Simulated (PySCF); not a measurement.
`[SiH3][NH][AlH2]`. Computed with PBE0-D3(BJ)/def2-SVP geometry optimisation, gas phase (PySCF).

```
atom  x, y, z in Å
Al1    1.8068   -0.0384   -0.0068
N2     0.1310    0.0244    0.6204
Si3   -1.3870    0.0117   -0.2358
H4     2.9824    0.0105    1.0577
H5     2.0088   -0.1384   -1.5748
H6     0.0362    0.0953    1.6328
H7    -2.2495   -1.1506    0.1523
H8    -2.1891    1.2525    0.0142
H9    -1.0812   -0.0844   -1.6939
```

**Question.** What is the longest distance between nuclei?

**Answer.** H4···H7, 5.44 Å; the next longest distance is 5.42 Å.

**Question.** Work out the bond lengths Al1–N2, Al1–H4, Al1–H5, N2–Si3, N2–H6, Si3–H7, Si3–H9 in pm.

**Answer.** For Al1–N2 the difference vector is (-1.6758, 0.0628, 0.6272) Å, of length 1.7904 Å. Al1–N2 179.0; Al1–H4 158.7; Al1–H5 158.4; N2–Si3 174.3; N2–H6 101.9; Si3–H7 149.8; Si3–H9 149.3 pm.

**Question.** What is the repulsion energy of the bare nuclei, Σ ZA·ZB/RAB?

**Answer.** 137.96 Eh over 36 pairs, with full nuclear charges and distances in bohr; the largest single term is 30.07 Eh (Al1 with Si3).

**Question.** What are the angles N2–Al1–H5, H4–Al1–H5, Al1–N2–H6, N2–Si3–H8, H8–Si3–H9, N2–Si3–H9, N2–Si3–H7, H7–Si3–H8?

**Answer.** From the scalar product of the two bond vectors; for N2–Al1–H5 it is -1.3282 Å² over 1.7904 × 1.5841 Å², cos θ = -0.4683. N2–Al1–H5 117.9°; H4–Al1–H5 124.9°; Al1–N2–H6 115.9°; N2–Si3–H8 112.2°; H8–Si3–H9 109.0°; N2–Si3–H9 107.6°; N2–Si3–H7 112.3°; H7–Si3–H8 106.9°.

**Question.** How far apart are these pairs, which share no bond: N2···H9, H5···H6, H6···H8, H8···H9?

**Answer.** N2···H9 2.615 Å (2 bonds apart); H5···H6 3.773 Å (3 bonds apart); H6···H8 2.985 Å (3 bonds apart); H8···H9 2.436 Å (2 bonds apart).

**Question.** Give the dihedral angles H6–N2–Si3–H9, Al1–N2–Si3–H9, H4–Al1–N2–H6, H6–N2–Si3–H7, Al1–N2–Si3–H7, H5–Al1–N2–Si3.

**Answer.** H6–N2–Si3–H9 180° (antiperiplanar); Al1–N2–Si3–H9 1° (synperiplanar); H4–Al1–N2–H6 0° (synperiplanar); H6–N2–Si3–H7 -61° (synclinal); Al1–N2–Si3–H7 120° (anticlinal); H5–Al1–N2–Si3 -1° (synperiplanar). Dihedral signs follow IUPAC: positive where, seen along the central bond, the front bond turns clockwise onto the rear one.

**Question.** Where is the centre of mass (commonest isotopes), and what is the radius of gyration?

**Answer.** Mass 75.008 u; centre at (0.150, -0.005, 0.020) Å; Rg = √(Σ m r²/M) = 1.565 Å. As Ia + Ib + Ic = 2 Σ m r², the three principal moments sum to 367.5 u·Å².

The point group is Cs within 0.08 Å; differences among equivalent distances and angles are scatter left by the optimiser. No frequency check.
